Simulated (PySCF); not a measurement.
# [PO2]+: breathing scan

All numbers come from BP86/[P def2-TZVP, O def2-TZVP], no relativity, density fitting, PySCF.

Rigid scan from the singlet minimum (P–O 1.454 Å (×2); O–P–O 180.0°). Coordinate: all bonds to the central atom scaled together. Energies in kJ/mol from the minimum.

Predict the curve at 0.88, 0.92, 0.96, 1.00, 1.04, 1.08, 1.14, 1.22, 1.35.


```tsv
scale of all bonds to the centre	E (kJ/mol)
0.88	286.3
0.92	111.4
0.96	24.5
1.00	0.0
1.04	19.1
1.08	67.8
1.14	174.6
1.22	346.1
1.35	628.7
```

At long bonds a restricted determinant can lie too high, and another spin state can fall below this curve.

Other isomers or separated fragments may lie lower.

The scan took 9.2 s on 2 threads of a shared Arm Neoverse V1 host; the process peaked at 0.82 GiB.
